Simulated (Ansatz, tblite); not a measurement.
# BH2(nPr) (C₃H₉B): a ladder of methods and basis sets

An exercise on one series of results from a longer session: the logs are not shown, and one member is left open.

The runs use Ansatz 0.2.0, Gaussian basis; as each input shows.

Plan: GFN1-xTB, GFN2-xTB, PBE-D4/def2-TZVP, r2SCAN-D4/def2-TZVP, revPBE-D4/def2-TZVP, B97M-V/def2-TZVP, ωB97M-V/def2-TZVP, PBE-D4/def2-SVP, PBE0-D4/def2-SVP, HF/STO-3G, CCSD(T)/def2-TZVP, RPA/def2-TZVP.

2 further runs of the same task are left out: 2 set aside as unsound or not needed.

### The relaxed structure

The singlet was relaxed beforehand with PBE0-D4/def2-SVP.

13 atoms, charge 0, spin multiplicity 1.

Bond lengths: B1–C2 1.561 Å, B1–H5 1.212 Å, B1–H6 1.212 Å, C2–C3 1.544 Å, C2–H7 1.104 Å, C2–H8 1.103 Å, C3–C4 1.522 Å, C3–H9 1.104 Å, C3–H10 1.104 Å, C4–H11 1.102 Å, C4–H12 1.101 Å, C4–H13 1.102 Å. Angles: C2–B1–H5 121.5°, C2–B1–H6 120.4°, H5–B1–H6 117.9°, B1–C2–C3 107.3°, B1–C2–H7 111.8°, B1–C2–H8 112.8°, C3–C2–H7 108.1°, C3–C2–H8 108.7°, H7–C2–H8 108.0°, C2–C3–C4 112.9°, C2–C3–H9 109.8°, C2–C3–H10 109.7°, C4–C3–H9 109.1°, C4–C3–H10 109.3°, H9–C3–H10 105.7°, C3–C4–H11 111.1°, C3–C4–H12 111.4°, C3–C4–H13 111.2° and more.

PBE0-D4/def2-TZVP was run before; its log isn't repeated, and its numbers join the tables.

The first run:

Tight binding, by tblite at 300 K electronic temperature and without a spin-polarisation term:

```python
tblite.interface.Calculator('GFN1-xTB', numbers, positions, charge=0, uhf=0).singlepoint()
```

Tight binding, by tblite at 300 K electronic temperature and without a spin-polarisation term:

```python
tblite.interface.Calculator('GFN2-xTB', numbers, positions, charge=0, uhf=0).singlepoint()
```

start.molden holds the orbitals of an earlier run on this state, given as this run's starting guess.

in.yaml reads:

```yaml
crystal:
  periodic: [false, false, false]
  atoms:
    - {symbol: B, position_ang: [1.003541, 1.680783, 0.742761]}
    - {symbol: C, position_ang: [0.226122, 0.330114, 0.835662]}
    - {symbol: C, position_ang: [-0.089357, -0.117311, -0.607842]}
    - {symbol: C, position_ang: [-0.853538, -1.432355, -0.666755]}
    - {symbol: H, position_ang: [2.215069, 1.715548, 0.735398]}
    - {symbol: H, position_ang: [0.405242, 2.724726, 0.593747]}
    - {symbol: H, position_ang: [-0.729063, 0.443962, 1.376682]}
    - {symbol: H, position_ang: [0.807523, -0.464028, 1.332524]}
    - {symbol: H, position_ang: [0.848397, -0.217603, -1.182134]}
    - {symbol: H, position_ang: [-0.672320, 0.667045, -1.121178]}
    - {symbol: H, position_ang: [-1.816303, -1.355781, -0.136835]}
    - {symbol: H, position_ang: [-1.064877, -1.728253, -1.706084]}
    - {symbol: H, position_ang: [-0.280445, -2.246846, -0.195955]}
basis:
  gaussian: {orbitals: def2-TZVP, initial_orbitals: start.molden}
hamiltonian: {xc: pbe, dispersion: d4}
scf: {omitted_lower_state_checks: [starts]}
output: {forces: true, orbitals: {seedname: orbitals}}
```

On the command line:

```console
$ ansatz run in.yaml --threads 2 --pin off --events-out ev --progress --plain --max-ram 4352MiB
```

Among the steps run: PBE-D4/def2-TZVP; r2SCAN-D4/def2-TZVP; revPBE-D4/def2-TZVP; B97M-V/def2-TZVP; ωB97M-V/def2-TZVP; PBE-D4/def2-SVP; PBE0-D4/def2-SVP; HF/STO-3G; CCSD(T)/def2-TZVP; RPA/def2-TZVP.

One table of the session follows, with a row left open; its other results are not shown here.

It belongs to the step «Binding energy». 

```
             method  binding an atom (eV)
          HF/STO-3G                 3.927
       HF/def2-TZVP                 3.032
    PBE-D4/def2-SVP                 3.993
   PBE-D4/def2-TZVP                 3.965
revPBE-D4/def2-TZVP                 3.892
r2SCAN-D4/def2-TZVP                 3.925
   B97M-V/def2-TZVP                     ?
   PBE0-D4/def2-SVP                 3.971
  PBE0-D4/def2-TZVP                 3.935
  ωB97M-V/def2-TZVP                 3.923
      MP2/def2-TZVP                 3.806
     CCSD/def2-TZVP                 3.753
  CCSD(T)/def2-TZVP                 3.788
```

Estimate the missing values for B97M-V/def2-TZVP.

**Answer.** binding an atom (eV): 3.919. In the column «binding an atom (eV)» it lies between revPBE-D4/def2-TZVP (3.892) and ωB97M-V/def2-TZVP (3.923).

Limits of these values: Free atoms were run apart at each level; binding is atoms less cluster, divided by the number of atoms, without zero-point or spin-orbit terms.
